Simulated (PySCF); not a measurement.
H3Si, SMILES [SiH3] (connectivity only; charge and spin as stated), charge +1, multiplicity 1. Atoms are numbered in the order given.

```xyz
4

Si     0.0000     0.0000     0.0000
H     -1.4677     0.0000     0.0000
H      0.7338     1.2711     0.0000
H      0.7338    -1.2711     0.0000
```
Charge +1, spin multiplicity 1.

Geometry: B3LYP-D3(BJ)/def2-TZVPD. The spin state was assumed, not searched. The isomer is the one that the SMILES or the coordinates give; other isomers of the formula were not compared.

Two levels are set side by side: PBE/pcSseg-2 (PySCF) and PBE0/pcSseg-2 (PySCF). GIAO shifts against TMS (²⁹Si), TMS (¹H) at the same level; non-relativistic, no solvent, atoms listed together averaged. Differences are taken from unrounded values.

| quantity | PBE0 |
|---|---|
| δ(²⁹Si) of Si1 (ppm) | 352.9 |
| δ(¹H) of H2, H3, H4 (ppm) | 8.39 |

Question: What does PBE give, and how far is it from PBE0? (An estimate is asked for; the answer gives what the named calculation found.)

Answer: 
| quantity | PBE | PBE minus PBE0 |
|---|---|---|
| δ(²⁹Si) of Si1 (ppm) | 377.2 | 24.3 |
| δ(¹H) of H2, H3, H4 (ppm) | 8.63 | 0.24 |

Rough cost on one machine, each run with all the roots and properties that it gave: PBE0 against PBE within a factor of 2.
